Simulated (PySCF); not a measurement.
difluoromethane cation (CH2F2), SMILES FCF (connectivity only; charge and spin as stated), charge +1, multiplicity 2.

The structure is a stationary point at PBE-D3(BJ)/def2-TZVP. The spin state was assumed, not searched.

Computed with PBE-D3(BJ)/def2-TZVP in PySCF 2.14.0.

Harmonic, unscaled wavenumbers; measured fundamentals usually lie a few per cent lower.

```
mode  ν (cm⁻¹)  IR (km/mol)  moving atoms (share of kinetic energy)
----  --------  -----------  --------------------------------------
1          566         22.4                          F 80 %, C 17 %
2          657         19.8                          H 48 %, C 44 %
3          957          0.0                                  H 97 %
4         1012         61.3                          H 81 %, C 17 %
5         1085         92.9                                  H 90 %
6         1182        110.9                  F 45 %, C 37 %, H 19 %
7         1305        156.3                          C 67 %, F 32 %
8         2195        242.6                                  H 96 %
9         2466         99.1                                  H 93 %
```
